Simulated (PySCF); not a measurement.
F2H3P2 (charge +1).
SMILES with atom numbers: `[F:1][PH+:2]([F:3])[PH2:4]` (hydrogens: H5 on P2; H6, H7 on P4)

Method: PySCF, PBE0-D3(BJ)/def2-SVP geometry optimisation, gas phase; density fitting, grid level 1; the optimiser is geomeTRIC in internal coordinates, started from a GFN2-xTB structure with every atom displaced at random (about 0.01 Å).

Step 0: E = -24030.3768 eV
```
atom  x, y, z in Å  |  force x, y, z in eV/Å
F1     -1.2695    1.3208   -0.4572    0.164   1.287  -0.190
P2     -0.6822    0.0437    0.1666   -1.082  -0.894  -2.023
F3     -1.5188   -1.0244   -0.6383    0.856  -0.135   0.458
P4      1.3725   -0.0644   -0.7123   -1.052   0.021  -0.139
H5     -1.4413    0.0247    1.3371    0.572  -0.148   1.033
H6      1.6889   -1.1905    0.0518    0.260  -0.615   0.378
H7      1.8844    0.8611    0.2023    0.282   0.485   0.484
```

Question: Estimate the geometry and energy of step 1. (The exact step hangs on the optimiser's Hessian estimate; all steps are aligned on step 0, rigid shifts and turns removed.)

Answer: E = -24030.7178 eV, largest force 0.777 eV/Å
```
atom  x, y, z in Å  |  force x, y, z in eV/Å
F1     -1.2835    1.3979   -0.4915    0.166  -0.346   0.275
P2     -0.7154    0.0596    0.0803   -0.223   0.294  -0.683
F3     -1.4686   -1.0749   -0.6671   -0.037   0.011   0.132
P4      1.3235   -0.0693   -0.7010   -0.155   0.050   0.224
H5     -1.2568    0.0045    1.3918    0.294  -0.002  -0.045
H6      1.6175   -1.2220    0.0887   -0.037  -0.040   0.050
H7      1.8172    0.8751    0.2489   -0.007   0.033   0.047
```

The energy changes by -0.3410 eV. The first-order estimate −F·Δx gives -0.5764 eV and the mean of the old and new forces, exact on a quadratic surface, -0.3367 eV. The step makes an angle of 54° with the force vector and moves no atom by more than 0.193 Å.

What follows is the cost of the whole optimisation. Hardware: one thread, Arm Neoverse V2 (aarch64), shared host. Cost: 14 s of wall time, 0.33 GiB resident at most.
